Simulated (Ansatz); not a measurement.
# HF (singlet): the correlation ladder, cc-pVQZ

Aim: climb from Hartree-Fock through coupled cluster for HF (singlet) at one geometry and basis, and see what each rung misses.

Method: cc-pVQZ, core rule «outside noble gas», up to 1 orbitals frozen; program: Ansatz 0.2.0, Gaussian basis.

To be run: UHF; CCSD(T) on RHF; CCSDT(Q) on RHF.

## 1. What is computed

The geometry is an MP2(full)/6-31G* stationary point (not a proven minimum).

2 atoms, charge 0, spin multiplicity 1.

Atoms are counted from 1 here; the program's logs count them from 0.

Bond lengths: F1–H2 0.934 Å.

Coordinates:

| atom | x (Å) | y (Å) | z (Å) |
| --- | --- | --- | --- |
| F1 | 0.0000 | 0.0000 | 0.0000 |
| H2 | 0.0000 | 0.0000 | 0.9339 |

## 2. UHF

The input, in.yaml:

```yaml
crystal:
  periodic: [false, false, false]
  atoms:
    - {symbol: F, position_ang: [0.000000, 0.000000, 0.000000]}
    - {symbol: H, position_ang: [0.000000, 0.000000, 0.933891]}
basis:
  gaussian: {orbitals: cc-pVQZ}
magnetization: {spin_polarized: true, initial_magnetization: 0}
hamiltonian: {xc: hf}
output: {orbitals: {seedname: orbitals}}
```

Started as:

```
ansatz run in.yaml --threads 1 --pin off --events-out ev --progress --plain --max-ram 3956MiB --backend cpu
```

The runs that follow: CCSD(T) on RHF; CCSDT(Q) on RHF.

**Question.** What will the summary of the whole plan be? Wanted: RCCSDT(Q) below the RHF energy; RMP2 from RCCSDT(Q); RCCSD from RCCSDT(Q); RCCSD(T) from RCCSDT(Q); T1 diagnostic.

As calculated:

```
                         quantity             value
   RCCSDT(Q) below the RHF energy        -8.3419 eV
              RMP2 from RCCSDT(Q)    +5.16 kcal/mol
             RCCSD from RCCSDT(Q)    +5.15 kcal/mol
          RCCSD(T) from RCCSDT(Q)    +0.17 kcal/mol
levels within 1 kcal/mol (43 meV)  RCCSD(T), RCCSDT
                    T1 diagnostic             0.008
```

What this shows: RCCSD(T) misses by +0.17 kcal/mol, 0.1 % of the correlation energy. These misses are within one basis, not against nature.
